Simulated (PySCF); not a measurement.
# Basis-set dependence of SiP⁺ at CCSD(T)

PySCF, UHF reference; triplet, unpaired electrons π ↑↑; De to Si⁺ + P without counterpoise correction. Frozen cores follow the default of each basis and core potential.

| basis | relativity | functions | Re (Å) | ωe (cm⁻¹) | De (eV) | frozen orbitals |
| --- | --- | --- | --- | --- | --- | --- |
| x2c-SVPall | spin-free X2C | 36 | 2.240 | 492 | 2.30 | 10 |
| def2-SVPD | no relativity | 48 | 2.249 | 488 | 2.44 | 10 |
| def2-TZVPPD | no relativity | 96 | 2.222 | 502 | 2.73 | 10 |

Problem. How does each smaller set differ from the one with most functions, def2-TZVPPD?

Solution. x2c-SVPall: +1.8 pm, -2.0 % in ωe, -0.43 eV in De; def2-SVPD: +2.7 pm, -2.8 % in ωe, -0.29 eV in De. All at CCSD(T); the set with most functions is neither the basis-set limit nor always the best. The rows treat relativity differently, so the differences are not basis effects alone.

Correlated steps freeze 10 core orbitals. Correlated levels converge slowly with the basis: in double zeta they bind strong bonds too weakly, by up to about 1 eV, and carry superposition errors of some tenths. For an ion De counts to the pair picked by the measured ionisation energies or electron affinities, which need not be the lowest pair at this level. The state is the lowest determinant that a PBE0 search found; another state may lie lower at other levels.
